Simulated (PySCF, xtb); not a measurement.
C₂H₆O, SMILES C(O)C.

GFN2-xTB run with xtb 6.7.1 at its own geometry gives an orbital gap of 12.89 eV and a dipole moment of 2.00 D.

Coordinates come from a PBE0-D3(BJ)/def2-TZVP optimisation. The values are those of a single conformer.

What does CAM-B3LYP/def2-TZVPD in PySCF give? (Estimate from the structure and the level; the computed values follow.)

gap 10.20 eV (levels -9.42 and 0.79 eV), dipole 1.75 D.
